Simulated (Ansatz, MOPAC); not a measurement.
Molecule: PH2 (charge 0, doublet). SMILES: [PH2]

Atoms: P1, H2, H3. Bonds: P1-H2, P1-H3.

Bond lengths (Å) and angles (degrees) optimised at AM1 with MOPAC; PM3 with MOPAC; PM6 with MOPAC; HF/STO-3G with Ansatz (an electronic-structure program); HF/3-21G with Ansatz; HF/6-31G* with Ansatz, each started from the B3LYP-D3(BJ)/def2-TZVP structure (Ansatz) of the last column. A row stands for all coordinates that are equal there. 6-31G* holds six Cartesian d functions. No wavenumbers were computed at HF/STO-3G, so these may be saddle points.

```csv
coordinate,AM1,PM3,PM6,HF/STO-3G,HF/3-21G,HF/6-31G*,B3LYP-D3(BJ)/def2-TZVP
P1-H2,1.358,1.333,1.454,1.388,1.432,1.407,1.423
H2-P1-H3,97.1,96.8,99.6,91.9,94.2,93.5,91.7
```

Mean signed difference of all 2 bond lengths from B3LYP-D3(BJ)/def2-TZVP: AM1 -0.065 Å, PM3 -0.091 Å, PM6 0.030 Å, HF/STO-3G -0.036 Å, HF/3-21G 0.008 Å, HF/6-31G* -0.016 Å.
